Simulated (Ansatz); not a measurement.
## Cu3Pd: computed properties

All numbers below come from DFT r2SCAN, scalar-relativistic, plane waves, PAW in Ansatz.

Plane waves to 500 eV, a k mesh through Γ of 12×12×12 on the computed 4-atom cell and Gaussian smearing (0.10 eV); no spin polarisation.

The structure is relaxed at this level of theory with its symmetry kept. Whether it is the stable form of this composition wasn't checked.

```yaml
crystal:
  lattice:
    - [3.67218, 0.00000, 0.00000]
    - [0.00000, 3.67218, 0.00000]
    - [0.00000, 0.00000, 3.67218]
  atoms:
    - { symbol: Cu, position: [0.00000, 0.50000, 0.50000] }
    - { symbol: Cu, position: [0.50000, 0.00000, 0.50000] }
    - { symbol: Cu, position: [0.50000, 0.50000, 0.00000] }
    - { symbol: Pd, position: [0.00000, 0.00000, 0.00000] }
```

(1) Formation energy from the elements' standard states (uncorrected)?

(2) Density of states at the Fermi level?

(3) Löwdin character within 0.5 eV of the Fermi level?

(4) Bulk modulus?

(5) Its pressure derivative?

(6) Bader charges (e)?

Results:

(1) -0.100 eV/atom.

(2) 1.61 states/eV per cell.

(3) Cu 4s 38 %, Cu 3d 32 %, Pd 4d 14 %, unprojected 17 %.

(4) 168 GPa.

(5) 5.3.

(6) Cu (3 in the cell) 0.13, Pd (1 in the cell) -0.40.

Cost: 9 runs of about 6.8 core-minutes in all, on Arm Neoverse V1 (shared hosts).